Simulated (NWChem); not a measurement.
# hydrogen sulfide (H₂S); SMILES S

All runs: NWChem. Each level has its own optimisation; frequencies are unscaled.

Question: Taking Hartree-Fock/def2-TZVPP as the yardstick, which of these has the fewest basis functions while keeping “zero-point energy (kcal/mol)” within 0.2 kcal/mol of it: Hartree-Fock/pcseg-1; Hartree-Fock/aug-pcseg-1; Hartree-Fock/pcseg-2; Hartree-Fock/3-21G?

Answer: Hartree-Fock/pcseg-1.
```
level                     basis functions  zero-point energy (kcal/mol)
------------------------  ---------------  ----------------------------
Hartree-Fock/3-21G                     17                           9.4
Hartree-Fock/pcseg-1                   28                          10.2
Hartree-Fock/aug-pcseg-1               45                          10.1
Hartree-Fock/pcseg-2                   62                          10.1
Hartree-Fock/def2-TZVPP                70                          10.1
```

The yardstick is one finite set, not the basis-set limit.
